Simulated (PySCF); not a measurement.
diphosphorus (P2), SMILES P#P.

Coordinates come from a B3LYP-D3(BJ)/def2-TZVPD optimisation.

Two levels are set side by side: TDA-PBE/def2-TZVPD (PySCF) and ADC(3)/aug-cc-pVDZ (PySCF). Vertical, same geometry; the bases differ. Differences are taken from unrounded values.

| quantity | ADC(3) |
|---|---|
| lowest singlet excitation (eV) | 3.80 |

What does TDA-PBE give, and how far is it from ADC(3)? (Estimate from the structure and the level; the computed values follow.)


| quantity | TDA-PBE | TDA-PBE minus ADC(3) |
|---|---|---|
| lowest singlet excitation (eV) | 3.73 | -0.07 |

Here PBE gives about what the other level gives.

Rough cost on one machine, each run with all the roots and properties that it gave: ADC(3) against TDA-PBE about 30 times.
